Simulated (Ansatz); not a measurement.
For zinc-blende GaAs, LC-ωPBE (Ansatz, an electronic-structure program, PAW) gives:

- elastic constant C11: 148 GPa
- elastic constant C44: 73.4 GPa
- Voigt–Reuss–Hill shear modulus: 58.1 GPa

### Question
What does Hartree–Fock (Ansatz, plane waves, PAW) give for the same quantities?

### Answer

- elastic constant C11: 136 GPa (decreases by 8.1 %)
- elastic constant C44: 71.5 GPa (shrinks by 2.6 %)
- Voigt–Reuss–Hill shear modulus: 58.0 GPa (stays essentially unchanged)

For comparison: elastic constant C11 119 GPa (measured, temperature not stated, no zero-point or thermal correction; as tabulated in Bastos et al. (2018), arXiv:1801.07526); elastic constant C44 60 GPa (measured, temperature not stated, no zero-point or thermal correction; as tabulated in Råsander and Moram (2015), arXiv:1505.02379).

Changes are worked out from the printed values.

Unless a cell is named, each level is at its own relaxed cell (LC-ωPBE 21.64, Hartree–Fock 23.83 Å³/atom).

Ansatz's density-functional and Hartree–Fock values are scalar-relativistic unless marked +SOC, with PAW data made under PBE.
